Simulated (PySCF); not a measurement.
Computed with PySCF with TPSSh-D3(BJ)/def2-TZVP // B3LYP-D3(BJ)/def2-TZVP. Isolated molecules, 0 K electronic values unless said otherwise. Delta-SCF ions had no search for a lower state. Excitations are Tamm–Dancoff values on a coarser integration grid. The basis has no diffuse functions, so Rydberg states are missing or too high.

Reference species (SMILES): `C=CC` (neutral, multiplicity 1).

```
Item                                     Result
--------------------------------------  -------
S1 oscillator strength                    0.000
vertical ionisation energy (Delta-SCF)  9.65 eV
S1–T1 gap (TDA)                         3.14 eV
S1 excitation (TDA)                     7.62 eV
```

Changed species: `C=CF` (X = fluoro; the reference has X = methyl).

Task: Give the shifts of the S1 oscillator strength, vertical ionisation energy (Delta-SCF), S1–T1 gap (TDA) and S1 excitation (TDA).

Result: the S1 oscillator strength is nearly the same; the vertical ionisation energy (Delta-SCF) increases by 0.65 eV, to 10.30 eV; the S1–T1 gap (TDA) rises by 0.46 eV, to 3.60 eV; the S1 excitation (TDA) rises by 0.54 eV, to 8.16 eV.
